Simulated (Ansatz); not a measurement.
What does this script print? It uses the Python package of Ansatz (0.2.0).

Script `h4nop_composite.py`:
```python
# -*- coding: utf-8 -*-
import itertools

import ansatz as az
from ase.data import atomic_numbers, covalent_radii
import numpy as np


def main():
    h4nop = (
        az.Crystal.molecule()
        .atom("N", (-0.56, 0.2873, -0.5805))
        .atom("P", (0.1122, 0.2012, 0.931))
        .atom("O", (1.4638, -0.3604, 0.3147))
        .atom("H", (-0.1971, 1.1868, -1.0635))
        .atom("H", (-1.6129, 0.4708, -0.5137))
        .atom("H", (-0.4576, -1.0066, 1.3599))
        .atom("H", (1.313, -0.8471, -0.4935))
    )

    model = (
        h4nop.calculation()
        .basis(gaussian="def2-SVP")
        .functional("PBE0", dispersion="d4")
    )
    symbols = [site.symbol for site in h4nop.cartesian_sites]
    start = np.array([site.position_ang for site in h4nop.cartesian_sites], dtype=float)
    data = model.relax(force_tolerance=0.01).run(threads=1).report
    end = np.array(data["positions_ang"])
    radius = [covalent_radii[atomic_numbers[s]] for s in symbols]
    span = lambda where, i, j: np.linalg.norm(where[i] - where[j])
    bonded = [(i, j) for i, j in itertools.combinations(range(len(symbols)), 2) if min(span(start, i, j), span(end, i, j)) < 1.2 * (radius[i] + radius[j])]
    print("pair        before    after (A)")
    for i, j in bonded:
        print(f"{symbols[i]}{i}-{symbols[j]}{j}".ljust(10), f"{span(start, i, j):8.4f} {span(end, i, j):8.4f}")
    for first, second in list(itertools.combinations(bonded, 2)):
        shared = set(first) & set(second)
        if shared and symbols[(j := shared.pop())] != "H":
            i, k = sorted((set(first) | set(second)) - {j})
            u, v = end[i] - end[j], end[k] - end[j]
            angle = np.degrees(np.arccos(np.clip(u @ v / np.linalg.norm(u) / np.linalg.norm(v), -1, 1)))
            print(f"final angle {symbols[i]}{i}-{symbols[j]}{j}-{symbols[k]}{k}: {angle:.2f} deg")

    minimum = az.Crystal.molecule()
    for symbol, place in zip(symbols, end):
        minimum = minimum.atom(symbol, place.tolist())
    at_minimum = minimum.calculation()
    level = lambda method, basis: at_minimum.basis(gaussian=basis).correlation(method).run(threads=1).report
    small, large, cluster = level("mp2", "cc-pVDZ"), level("mp2", "cc-pVTZ"), level("ccsd_t", "cc-pVDZ")
    corr = lambda each: (each["free_energy_ev"] - each["reference_energy_ev"]) / 27.211386246
    mp2_limit = (27 * corr(large) - 8 * corr(small)) / 19
    pieces = {"HF / cc-pVTZ": large["reference_energy_ev"] / 27.211386246, "MP2 correlation, DZ-TZ limit": mp2_limit, "CCSD(T) - MP2 / cc-pVDZ": corr(cluster) - corr(small)}
    for name, value in pieces.items():
        print(f"{name:32s} {value:14.6f} Ha")
    print(f"{'sum':32s} {sum(pieces.values()):14.6f} Ha")
    print("T1 diagnostic", round(cluster["correlation"]["coupled_cluster"]["t1_diagnostic"], 4))


if __name__ == "__main__":
    main()
```

Output of `python h4nop_composite.py`:
```text
pair        before    after (A)
N0-P1        1.6565   1.6971
N0-H3        1.0836   1.0141
N0-H4        1.0709   1.0157
P1-O2        1.5881   1.6688
P1-H5        1.4026   1.4364
O2-H6        0.9554   0.9647
final angle P1-N0-H3: 116.44 deg
final angle P1-N0-H4: 122.65 deg
final angle N0-P1-O2: 108.56 deg
final angle N0-P1-H5: 94.15 deg
final angle H3-N0-H4: 111.92 deg
final angle O2-P1-H5: 98.31 deg
final angle P1-O2-H6: 114.25 deg
HF / cc-pVTZ                        -472.471327 Ha
MP2 correlation, DZ-TZ limit          -0.669567 Ha
CCSD(T) - MP2 / cc-pVDZ               -0.044025 Ha
sum                                 -473.184919 Ha
T1 diagnostic 0.0121
```

Caveats:
- Total energies depend on the basis set; only differences at equal settings carry meaning.
- The sum leaves out core correlation, relativity, the Hartree-Fock basis error and zero-point energy; a DZ-TZ extrapolation is rough.
- Inner cores stay frozen, so this is valence correlation.
- For Al to Cl the sets with a tight d function, cc-pV(X+d)Z, are usual.
- Run time: 33 s on 1 thread of Arm Neoverse V1, with other jobs on the host, peak memory 0.3 GiB.
